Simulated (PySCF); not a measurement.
# Level of theory and proton affinities: ethynide

Structure: `[C-]#C` ([C2H]-). Numbering: `[C-:1]#[CH:2]`

All levels share the PBE0-D3(BJ)/ma-def2-SVP structures and the PBE0-D3(BJ)/ma-def2-SVP thermal terms; only the single-point energies (PySCF) change. Values are proton affinities (298 K, kJ/mol).

```jsonl
{"level": "M06-2X/ma-def2-TZVP", "C1": "1574", "abs. error": "9.1", "time": "–"}
{"level": "MP2/jun-cc-pV(T+d)Z", "C1": "1577", "abs. error": "5.8", "time": "1.4 s"}
{"level": "CCSD(T)/jun-cc-pV(T+d)Z", "C1": "1580", "abs. error": "2.5", "time": "10 s"}
{"level": "HF/jun-cc-pV(T+d)Z", "C1": "1590", "abs. error": "7.7", "time": "0.27 s"}
{"level": "ATcT 1.112", "C1": "1583", "abs. error": "", "time": ""}
```

Times are wall times for all single points of a level on 1 thread of AMD EPYC 9B45, a shared host; the dash marks the run that also made the structures.

Hartree-Fock leaves out electron correlation, so its proton affinities can be off by tens of kJ/mol.

The spread: 17 kJ/mol, from 1574 to 1590.

Differences come from unrounded values, so a last digit can differ from that of the printed terms.
